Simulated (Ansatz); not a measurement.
Cohesive energy (eV/atom) of solids drawn from the class of intermetallic compounds, at two levels: PBE in Ansatz (plane waves, PAW), and PBEsol in Ansatz (PAW).

| solid | PBE | PBEsol |
|---|---|---|
| L1₂ (Cu3Au-type) Cu₃Au | 3.45 | ? |
| CsCl-type PdIn | 3.50 | ? |
| CsCl-type CuZn | 2.41 | 2.93 |
| B20 (FeSi-type) FeGe | 4.41 | 5.11 |
| L1₂ (Cu3Au-type) Ni₃Al | 4.86 | 5.50 |
| L1₀ (CuAu-type) TiAl | 4.76 | 5.23 |
| fluorite AuAl₂ | 3.74 | 4.24 |
| antifluorite Mg₂Sn | 2.25 | 2.54 |
| L1₂ (Cu3Au-type) Al₃Sc | 4.06 | 4.47 |
| antifluorite Mg₂Ge | 2.52 | 2.81 |

**Question.** Estimate the withheld PBEsol values from the other rows.

**Answer.** One way: carry over the typical difference. The differences PBEsol − PBE of the other rows, in order: 0.29, 0.29, 0.41, 0.47, 0.50, 0.52, 0.64, 0.70; median 0.485. L1₂ (Cu3Au-type) Cu₃Au: 3.45 + (0.485) = 3.94 eV/atom; the run gives 4.03 eV/atom. CsCl-type PdIn: 3.50 + (0.485) = 3.98 eV/atom; the run gives 4.12 eV/atom. The differences spread from 0.29 to 0.70, so such an estimate is rough.

Over all 10 rows PBEsol is the larger in 10.

Ansatz's runs of these crystals have no spin polarisation, but for B20 (FeSi-type) FeGe, L1₂ (Cu3Au-type) Ni3Al.

Density-functional runs with spin start from parallel moments for B20 (FeSi-type) FeGe, parallel moments for L1₂ (Cu3Au-type) Ni3Al.

Spin–orbit coupling is left out, also for the solids with elements from indium on (L1₂ (Cu3Au-type) Cu3Au, CsCl-type PdIn, fluorite AuAl2, antifluorite Mg2Sn); its size isn't shown.

Free atoms are spin-polarised, in the lowest state found; at levels without +SOC their spin–orbit coupling is left out. Each level is taken at its own relaxed cell. Ansatz's density-functional and Hartree–Fock values are scalar-relativistic unless marked +SOC, with PAW data made under PBE.

Ansatz is a quantum-chemistry and plane-wave program.
